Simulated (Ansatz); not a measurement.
BH3OS (`OBS`), relaxed with RKS PBE0-D4/def2-TZVP in Ansatz 0.2.0 from a GFN2-xTB geometry. The force threshold is 0.005 eV/Å; the program also tests the step.

The species carries charge 0 and has multiplicity 1.

Start:

```xyz
6

O    -0.496   -1.237    0.623
B    -0.127    0.012    0.383
S     0.536    0.521   -1.226
H    -0.409   -1.888   -0.076
H    -0.240    0.793    1.244
H     0.737    1.799   -0.948
```

Problem. By how much does the energy fall, and how many steps does the optimiser take? (An estimate is asked.)

Solution. The calculation gave: 0.03 eV, in 5 steps.

Problem. Which bonds change most? (Estimate.)

Solution. Ansatz gave: O1–B2 from 1.324 to 1.351 Å; B2–H5 from 1.168 to 1.193 Å; S3–H6 from 1.323 to 1.340 Å; O1–H4 from 0.959 to 0.961 Å.

Problem. Give the relaxed structure. (An estimate is asked.)

Solution. Ansatz gave: 
```xyz
6

O    -0.505   -1.255    0.634
B    -0.125    0.016    0.380
S     0.536    0.499   -1.238
H    -0.398   -1.870   -0.098
H    -0.237    0.820    1.254
H     0.729    1.789   -0.932
```
